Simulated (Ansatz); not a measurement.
# CH₂FSi+: functionals against CCSD(T) at one geometry

An exercise on one series of results from a longer session: the logs are not shown, and one member is left open.

Computed with Ansatz 0.2.0, Gaussian basis. Level: single points in def2-TZVPP.

Correlated methods freeze the cores.

### Where the work starts

SMILES `FC=[SiH+]`, 5 atoms, charge 1, spin multiplicity 1.

Atoms are counted from 1 here; the program's logs count them from 0.

Bond lengths: F1–C2 1.243 Å, C2–Si3 1.751 Å, C2–H4 1.040 Å, Si3–H5 1.584 Å. Angles: F1–C2–Si3 124.0°, F1–C2–H4 116.2°, Si3–C2–H4 108.9°, C2–Si3–H5 160.5°.

Geometry (Å):

```xyz
5

F    -0.33040   -1.49030    0.91290
C    -0.51080   -0.61530    0.04810
Si    0.40100    0.87680   -0.04000
H    -1.49940   -0.42070   -0.20820
H     1.44510    1.96150   -0.53100
```

The first run:

File run/in.yaml:

```yaml
crystal:
  periodic: [false, false, false]
  atoms:
    - {symbol: F, position_ang: [-0.330400, -1.490300, 0.912900]}
    - {symbol: C, position_ang: [-0.510800, -0.615300, 0.048100]}
    - {symbol: Si, position_ang: [0.401000, 0.876800, -0.040000]}
    - {symbol: H, position_ang: [-1.499400, -0.420700, -0.208200]}
    - {symbol: H, position_ang: [1.445100, 1.961500, -0.531000]}
basis:
  gaussian: {orbitals: def2-TZVPP}
total_charge: 1
correlation: {method: ccsd_t}
output: {forces: true}
```

No record of the launch command was kept for these runs.

Among the steps run: CCSD(T)/def2-TZVPP; PBE0-D4/def2-TZVPP; wB97M-V/def2-TZVPP; r2SCAN-D4/def2-TZVPP; PBE-D4/def2-TZVPP; SPW92/def2-TZVPP; r2SCANh-D4/def2-TZVPP.

One of the session's tables, all rows but one given; the rest of the session is left out.

| method | RMS force component (eV/Å) | angle to CCSD(T) forces (°) |
| --- | --- | --- |
| CCSD(T) | 1.563 | reference |
| PBE0-D4 | ? | ? |
| wB97M-V | 1.516 | 9.4 |
| r2SCAN-D4 | 1.475 | 7.5 |
| PBE-D4 | 1.566 | 7.2 |
| SPW92 | 1.376 | 17.9 |
| r2SCANh-D4 | 1.423 | 9.2 |

Estimate the missing values for PBE0-D4.

**Answer.** RMS force component (eV/Å): 1.394; angle to CCSD(T) forces (°): 10.3. In the column «RMS force component (eV/Å)» it lies between SPW92 (1.376) and r2SCANh-D4 (1.423).
